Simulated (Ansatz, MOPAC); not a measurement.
CH5OSi: which of these isomers lies lowest?

3 of its isomers, all doublets with charge 0: A = `C[SiH]O`; B = `[CH2][SiH2]O`; C = `CO[SiH2]`.

Shapes, held fixed at every level: PBE0-D4/def2-TZVP. Flexible molecules stand in one conformer, not always the lowest. Programs: Ansatz 0.2.0, MOPAC 23.2.5.

A:

```xyz
8

C    -0.6882    0.9018   -0.0994
Si    0.6703   -0.3234   -0.4584
O     0.2012   -1.7536    0.2346
H    -1.6286    0.5890   -0.5571
H    -0.4247    1.8870   -0.4909
H    -0.8416    0.9864    0.9807
H     1.9746    0.1329    0.1294
H     0.8289   -2.4772    0.2054
```

B:

```xyz
8

C    -0.8615    0.5178   -0.7914
Si    0.6540   -0.0052    0.1111
O     0.3028   -0.7244    1.5544
H    -0.9708    0.4168   -1.8670
H    -1.7031    0.9915   -0.2933
H     1.4956    1.1611    0.4806
H     1.4310   -0.9123   -0.7798
H    -0.2558   -1.5023    1.5294
```

C:

```xyz
8

C    -0.2718    1.0808    0.3407
O    -0.1956    0.1145   -0.6817
Si   -0.0034   -1.4961   -0.4079
H    -0.1130    2.0631   -0.1069
H     0.4936    0.9188    1.1086
H    -1.2563    1.0703    0.8193
H     0.3508   -2.0947   -1.7236
H     1.0879   -1.7138    0.5958
```

Electronic energies in kJ/mol, without zero-point or thermal terms.

From chemical knowledge, estimate the order of stability.

A < B < C in rising energy, over a span of 101 kJ/mol, by CCSD(T)/CBS estimate. All levels agree on that. The B − A difference spans +11.2 to +49.5 kJ/mol over the levels. Open shells run unrestricted unless RO is named. The CBS estimate extrapolates MP2 from def2-TZVPP and def2-QZVPP and adds CCSD(T) − MP2 in the triple-zeta set, cores frozen. NDDO rows are differences of heats of formation.

```
               level                    kind  B − A   C − A
                 PM7          semi-empirical  +49.5   +90.6
         HF/def2-SVP            Hartree–Fock  +13.3   +73.7
       HF/def2-TZVPP            Hartree–Fock  +11.2   +85.3
 BHLYP-D4/def2-TZVPP           global hybrid  +33.0   +92.5
  wB97M-V/def2-TZVPP  range-separated hybrid  +41.0   +98.7
    CCSD(T)/def2-SVP   coupled cluster or CI  +44.5   +77.7
       CCSD/def2-SVP   coupled cluster or CI  +41.1   +78.2
     CCSD/def2-TZVPP   coupled cluster or CI  +36.7   +96.3
CCSD(T)/CBS estimate   coupled cluster or CI  +41.7  +101.4
```
